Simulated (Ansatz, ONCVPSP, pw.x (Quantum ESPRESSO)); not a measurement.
# Mg: one change to the ONCV potential, in the atom and in the diamond crystal

- Element: Mg
- Generator: ONCVPSP 4.0.1
- Type: optimised norm-conserving Vanderbilt (ONCV)
- Functional: PBEsol
- Relativity: scalar-relativistic
- Frozen core: [Ne]
- Valence charge: 2
- Reference configuration: 3s1 (charge +1)
- Partial waves: 3s: rc 1.90 bohr, ncon 4, nbas 7, qcut 3.1 1/bohr, 1 projector; p scattering state at 0.17 Ha: rc 1.95 bohr, ncon 4, nbas 8, qcut 4 1/bohr, 2 projectors, debl 3.4 Ha; d scattering state at 0.35 Ha: rc 1.85 bohr, ncon 4, nbas 8, qcut 5.6 1/bohr, local
- Local potential: the d channel
- Core correction: polynomial model core, fcfact 0.3

In the p channel the program set the typed energies aside and used 0.050, 3.450 Ha.

Change: p: debl 5.65.

Cutoffs, loose and tight: the cutoffs (Ha) at which the residual kinetic energy of the hardest occupied pseudo-wave falls to 1 and 0.1 mHa per electron. They do not see the model core or the augmentation charge, which bear on the density cutoff. Test errors are all-electron minus pseudo excitation energies from the reference, over the configurations 3s2; 3s1.5; 3s1 3p1; 3s0 3p1; variants that change the core or the reference have their own tests.

Crystal test: diamond Mg in pw.x 7.5, no spin, 8³ k-points, Fermi–Dirac smearing 0.01 Ry, cutoffs set for each file from its atomic test. The reference is all-electron LAPW (Ansatz 0.2.0) with the same functional, mesh and smearing; V0 and B0 come from Birch–Murnaghan fits to the pressures at five volumes. Errors are pseudo minus all-electron; Δ is the rms difference of the E(V) curves that follow from these fits, minima aligned, over ±6 % about the mean V0. Mesh and smearing are coarse, so the numbers serve the comparison and aren't converged zero-temperature values; the lattice is a test structure that the element need not adopt.

All-electron: a0 = 6.780 Å (V0 = 38.96 Å³/atom), B0 = 11.9 GPa.

**Question.** Does the change bring the crystal closer to the all-electron result?

**Answer.** The mean pressure error goes from -0.25 to -0.30 GPa, so the change moves the solid further from the all-electron pressures.

```tsv
quantity	base	changed
outcome (atom)	generated, projector energies reset by the program	generated, projector energies reset by the program
cutoff, loose (atom)	4.1 Ha	4.1 Ha
cutoff, tight (atom)	8.2 Ha	8.2 Ha
bound ghosts (atom)	none	none
largest test error (meV) (atom)	+15	+19
cutoffs in pw.x (Ry)	50/200	50/200
a0 (Å)	6.733	6.723
a0 error (%)	-0.69	-0.84
B0 error (%)	+4.1	+5.1
Δ (meV/atom)	2.1	2.6
mean pressure error (GPa)	-0.25	-0.30
```

Base: This is a poor potential for the solid. The generator flags a localised state at positive energy (s at 19 eV). The cutoffs count occupied waves only; projector 2 of the p channel, the hardest unoccupied one, needs 63 Ha at the loose tolerance. Changed file: This is a poor potential for the solid. The generator flags a localised state at positive energy (s at 19 eV). The cutoffs count occupied waves only; projector 2 of the p channel, the hardest unoccupied one, needs 21 Ha at the loose tolerance.
